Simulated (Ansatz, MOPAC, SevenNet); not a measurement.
Antifluorite Mg₂Si: properties by level of theory

Reference values: elastic constant C11 121 GPa (measured, temperature not stated, not corrected to a static lattice; as tabulated in Råsander and Moram (2015), arXiv:1505.02379); elastic constant C44 46 GPa (measured, temperature not stated, no zero-point or thermal correction; as tabulated in Råsander and Moram (2015), arXiv:1505.02379).

```csv
level (code),elastic constant C11 (GPa),elastic constant C44 (GPa)
PM7 semi-empirical Hartree-Fock (MOPAC) (MOPAC),307,15.9
SevenNet-0 (SevenNet),80.6,23.2
HSE06 (Ansatz),…,48.8
```

Problem. What belongs in the gaps?

Solution. 
- HSE06 (Ansatz, a first-principles code), elastic constant C11 (GPa): 126

Differences from the reference values (errors of the level alone only where the reference is corrected to a static lattice):

```json
[
 {"level": "PM7 semi-empirical Hartree-Fock (MOPAC)", "elastic constant C11 (%)": "+154", "elastic constant C44 (%)": "-65"},
 {"level": "SevenNet-0", "elastic constant C11 (%)": "-33", "elastic constant C44 (%)": "-50"},
 {"level": "HSE06", "elastic constant C11 (%)": "+4.1", "elastic constant C44 (%)": "+6.1"}
]
```

Nearest: elastic constant C11, not ranked (reference at room or unstated temperature); elastic constant C44, not ranked (reference at room or unstated temperature).

Machine-learned potentials (SevenNet-0) are trained on DFT data, which may include these solids.

Caveats: the method was fitted mainly to molecules (PM7 semi-empirical Hartree-Fock (MOPAC)); the run uses a supercell at the zone centre in place of a k mesh (PM7 semi-empirical Hartree-Fock (MOPAC)). Ansatz's density-functional and Hartree–Fock values are scalar-relativistic unless marked +SOC, with PAW data made under PBE.

Unless a cell is named, each level is at its own relaxed cell (PM7 semi-empirical Hartree-Fock (MOPAC) 18.56, SevenNet-0 21.47, HSE06 21.21 Å³/atom).

Differences are worked out from the printed values.

The computed numbers hold no vibrational or temperature effects.
